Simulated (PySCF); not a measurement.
hydrogen peroxide (H₂O₂), SMILES OO. Atoms are numbered in the order given.

```xyz
4

O      0.1403    -0.7170     0.0000
O     -0.1403     0.7170     0.0000
H     -0.7681    -1.0474     0.0000
H      0.7681     1.0474     0.0000
```
Charge 0, spin multiplicity 1.

Geometry optimised at B3LYP-D3(BJ)/def2-TZVP. The geometry has at least one imaginary mode, so it is a saddle point at that level.

The numbers are results of TDDFT-PBE/def2-TZVPD in PySCF, not measurements.

Vertical excitations. The molecule is in vacuum. State labels are in the subgroup C2h.

Computed excitation energies, oscillator strengths and character:
| state | symmetry | energy (eV) | λ (nm) | f | main pairs |
|---|---|---|---|---|---|
| S1 | Au | 4.68 | 265 | 0.005 | HOMO→LUMO 99 % |
| S2 | Bg | 5.35 | 232 | 0.000 | HOMO→LUMO+1 100 % |
| S3 | Au | 6.38 | 194 | 0.004 | HOMO→LUMO+2 99 % |
| S4 | Au | 7.33 | 169 | 0.013 | HOMO→LUMO+3 99 % |
| S5 | Bu | 7.54 | 164 | 0.034 | HOMO→LUMO+4 96 % |
| S6 | Bg | 8.09 | 153 | 0.000 | HOMO→LUMO+5 98 % |
| S7 | Bu | 8.22 | 151 | 0.041 | HOMO−1→LUMO 89 % |
| S8 | Bg | 8.45 | 147 | 0.000 | HOMO−2→LUMO 92 % |
| S9 | Bg | 8.51 | 146 | 0.000 | HOMO→LUMO+6 94 % |
| S10 | Ag | 8.56 | 145 | 0.000 | HOMO−1→LUMO+1 99 % |
| T1 | Au | 3.62 | 342 | 0 | HOMO→LUMO 99 % |
| T2 | Bg | 5.13 | 242 | 0 | HOMO→LUMO+1 100 % |
| T3 | Au | 6.12 | 202 | 0 | HOMO→LUMO+2 99 % |
| T4 | Bu | 6.65 | 186 | 0 | HOMO−1→LUMO 98 % |
Triplets are in the Tamm–Dancoff approximation, which puts them higher than full response would, so one can lie above its singlet here.
